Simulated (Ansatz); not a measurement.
```yaml
crystal:
  periodic: [false, false, false]
  atoms:
    - {symbol: Ge, position_ang: [-0.633430, 0.123735, -0.000761]}
    - {symbol: Mg, position_ang: [1.754410, -0.440866, 0.001937]}
    - {symbol: H, position_ang: [-0.015368, 1.662741, 0.002878]}
    - {symbol: H, position_ang: [3.360262, 0.050782, 0.005272]}
basis:
  gaussian: {orbitals: def2-TZVP}
magnetization: {spin_polarized: true, initial_magnetization: 2}
hamiltonian: {xc: pbe0}
relax: {f_tol: 0.004, max_steps: 80}
```

```sh
$ ansatz run in.yaml --threads 1 --pin off --events-out ev --progress --plain --max-ram 2176MiB
```

Steps of the relaxation (energy above the last step; positions in Å, forces in eV/Å):

```
4
step 1, 362.2 meV
Ge   -0.633    0.124   -0.001   -0.385    0.611    0.000
Mg    1.754   -0.441    0.002    0.391    0.112    0.001
H    -0.015    1.663    0.003   -0.269   -0.582   -0.001
H     3.360    0.051    0.005    0.264   -0.141    0.000
```

```
4
step 2, 263.0 meV
Ge   -0.703    0.144   -0.001   -0.037   -0.116    0.000
Mg    1.797   -0.317    0.002    0.227    0.159    0.001
H    -0.126    1.640    0.003   -0.031    0.092    0.000
H     3.498   -0.071    0.005   -0.159   -0.135    0.000
```

```
4
step 3, 240.1 meV
Ge   -0.712    0.121   -0.001    0.073   -0.091    0.000
Mg    1.836   -0.180    0.003    0.168    0.010    0.000
H    -0.216    1.649    0.003   -0.016    0.100    0.000
H     3.559   -0.193    0.005   -0.226   -0.019    0.000
```

```
4
step 4, 215.9 meV
Ge   -0.641    0.120   -0.001    0.104    0.228    0.001
Mg    1.885   -0.177    0.003   -0.095   -0.097    0.000
H    -0.343    1.704    0.002   -0.190   -0.117    0.000
H     3.564   -0.251    0.005    0.181   -0.014    0.000
```

```
4
step 11, 0.0 meV
Ge   -0.335    0.389    0.000    0.001    0.000    0.000
Mg    2.144   -0.107    0.003    0.000    0.001    0.000
H    -1.103    1.742    0.001    0.000    0.000    0.000
H     3.760   -0.628    0.005   -0.001    0.000    0.000
```

Close pairs at the end: Ge1–H3 1.556 Å, Mg2–H4 1.698 Å, Ge1–Mg2 2.527 Å.

A stationary point of unrestricted PBE0 after 11 steps, with ⟨S²⟩ = 2.007 against 2.00 for a pure state; no frequencies were run, so it isn't proven a minimum. 28 s on 1 thread of Intel Xeon 6975P-C, shared host.
